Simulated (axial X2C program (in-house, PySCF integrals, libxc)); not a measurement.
## MgH: computed against measured constants

Calculated with an in-house relativistic program for diatomic molecules. Spin-free means the one-electron spin-free X2C Hamiltonian; two-component (2c) means X2C with spin–orbit coupling and atomic mean-field two-electron Coulomb and Gaunt terms, so the difference of the two also holds small scalar two-electron terms. Basis: Mg dyall-cv3z [9s8p6d3f], H dyall-v3z [6s2p1d] (cores contracted in-house); Gaussian nuclei, density fitting, unrestricted open shells. Masses: Mg 23.985 u, H 1.008 u.

```csv
Hamiltonian,level,Re (Å),ωe (cm⁻¹),ωexe (cm⁻¹),De (eV)
spin-free,PBE0,1.739,1468.7,29.1,1.42
spin-free,HF,1.731,1545.3,27.6,1.18
spin-free,MP2,1.726,1557.7,22.4,1.38
spin-free,CCSD,1.738,1492.6,30.1,1.39
spin-free,CCSD(T),1.739,1489.5,30,1.40
spin-free,PBE,1.753,1413.5,30.3,1.40
spin-free,B3LYP,1.739,1452.2,31.5,1.44
spin-free,r2SCAN0,1.736,1483.3,33.4,1.59
2c,PBE0,1.739,1468.5,29.1,1.42
2c,HF,1.731,1545.1,27.6,1.18
2c,MP2,1.726,1557.6,22.4,1.38
2c,CCSD,1.738,1492.4,30.1,1.39
2c,CCSD(T),1.739,1489.3,30,1.40
2c,PBE,1.753,1413.3,30.3,1.40
2c,B3LYP,1.739,1452.0,31.5,1.44
2c,r2SCAN0,1.736,1483.1,33.4,1.59
```

De refers to Mg + H.

Correlated methods: 3 electrons correlated (number of frozen shells: Mg 2 s, 1 p; H none), 175 virtual spin orbitals or spinors in MP2, 46 natural virtuals in coupled cluster.

Measured (Huber and Herzberg, Constants of Diatomic Molecules, 1979; state 2Σ+): Re (Å) 1.7297, ωe (cm⁻¹) 1495.2, ωexe (cm⁻¹) 31.889.

Problem. Work out the error of each level, computed minus measured.

Solution. 

```tsv
Hamiltonian	level	Re (Å)	ωe (cm⁻¹)	ωexe (cm⁻¹)
spin-free	PBE0	0.009	-26.5	-2.79
spin-free	HF	0.001	50.1	-4.29
spin-free	MP2	-0.004	62.5	-9.49
spin-free	CCSD	0.008	-2.6	-1.79
spin-free	CCSD(T)	0.009	-5.7	-1.89
spin-free	PBE	0.023	-81.7	-1.59
spin-free	B3LYP	0.009	-43.0	-0.39
spin-free	r2SCAN0	0.006	-11.9	1.51
2c	PBE0	0.009	-26.7	-2.79
2c	HF	0.001	49.9	-4.29
2c	MP2	-0.004	62.4	-9.49
2c	CCSD	0.008	-2.8	-1.79
2c	CCSD(T)	0.009	-5.9	-1.89
2c	PBE	0.023	-81.9	-1.59
2c	B3LYP	0.009	-43.2	-0.39
2c	r2SCAN0	0.006	-12.1	1.51
```

The state is a single determinant with fixed occupations, the lowest that a limited PBE0 search found. Dissociation energies refer to the lowest single-determinant-based atoms at the same level and basis. Density functionals use the spin component along the axis (collinear). CCSD and (T) use frozen natural virtuals with an MP2 correction for the truncation; (T) itself is uncorrected, so its De runs slightly low.
